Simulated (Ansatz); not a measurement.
## What a trial cell of Y2Os relaxes into

All numbers below come from DFT PBE, scalar-relativistic, plane waves, PAW (Ansatz 0.2.0). Cutoff 420 eV, Γ-centred k mesh, Gaussian smearing, no spin polarisation in the final step.

The start puts Y2Os on the cubic Laves (C15) structure type (Fd-3m, No. 227), with Os in place of Mg, Y in place of Cu, at a guessed volume.

```yaml
crystal:
  lattice:
    - [0.00000, 4.06807, 4.06807]
    - [4.06807, 0.00000, 4.06807]
    - [4.06807, 4.06807, 0.00000]
  atoms:
    - { symbol: Y, position: [0.62500, 0.62500, 0.62500] }
    - { symbol: Y, position: [0.12500, 0.62500, 0.62500] }
    - { symbol: Y, position: [0.62500, 0.62500, 0.12500] }
    - { symbol: Y, position: [0.62500, 0.12500, 0.62500] }
    - { symbol: Os, position: [0.00000, 0.00000, 0.00000] }
    - { symbol: Os, position: [0.25000, 0.25000, 0.25000] }
```

Cell and atoms relax at zero pressure; the relaxation can't lower the symmetry of the start.

The zero of energy is the elements' standard structures at the same level; no fitted shifts are applied.

Problem. What does it relax into?

Solution. It keeps Fd-3m (No. 227). The result has the cubic Laves (C15) structure. Conventional cell: a = 8.180 Å. Y has 6 Y at 2.89 Å and 6 Os at 3.39 Å; Os is coordinated by 12 Y at 3.39 Å and 4 Os at 3.54 Å.

Space group Fd-3m:1 (No. 227). a = 8.180 Å, b = 8.180 Å, c = 8.180 Å, α = 90.00°, β = 90.00°, γ = 90.00°
```json
{"atom": "Y", "site": "16d", "symmetry": ".-3m", "x": "0.1250", "y": "0.6250", "z": "0.1250"}
{"atom": "Os", "site": "8a", "symmetry": "-43m", "x": "0.5000", "y": "0.0000", "z": "0.5000"}
```

Problem. What are its volume, energy, density and gap?

Solution. The volume per atom is 22.80 Å³, the density is 8.93 g/cm³ and the energy over the elements is 1.16 eV/atom. The gap on the 8×8×8 mesh is 0 eV (a metal).

The final run used a 8×8×8 mesh on its 6-atom cell and 0.10 eV smearing. The k mesh leaves about 4 meV/atom of noise in metals. Spin–orbit coupling is left out. Symmetry constrained the relaxation, so the result can be a saddle point.

Cost: 2 runs of about 1 core-minutes in all, on Intel Xeon Platinum 8259CL (Skylake/Cascade Lake) (shared hosts).